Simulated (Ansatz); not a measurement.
Species: CH$_{3}$O (charge +1, singlet). It need not be the lowest isomer of its formula. 
Geometry from a B3LYP-D3(BJ)/def2-TZVP (Ansatz, an electronic-structure program) optimisation:
```xyz
5

O     -0.0979    -0.1422     0.5992
C      0.1102     0.0465    -0.6131
H      0.0911     1.0460    -1.0519
H      0.3117    -0.8456    -1.2054
H     -0.2809     0.6582     1.1425
```
Charge +1, spin multiplicity 1.

Parts of the frozen-core correlation energy in cc-pVDZ (Ansatz, hartree). Frozen orbitals: 2; correlated occupied orbitals by spin: 6 and 6; virtual: 35 and 35. No spin-orbit coupling. Non-relativistic.

| term | value |
|---|---|
| reference (HF) | -114.17255 |
| MP2 opposite-spin | … |
| MP2 same-spin | -0.07331 |
| CCSD correlation | … |
| (T) | … |
| CCSDT minus CCSD(T) | -0.00053 |
| T1 diagnostic | 0.020 |
| largest doubles amplitude | 0.092 |

Q: Fill in the missing entries.

A: 
- MP2 opposite-spin, value: -0.23250
- CCSD correlation, value: -0.32666
- (T), value: -0.00892
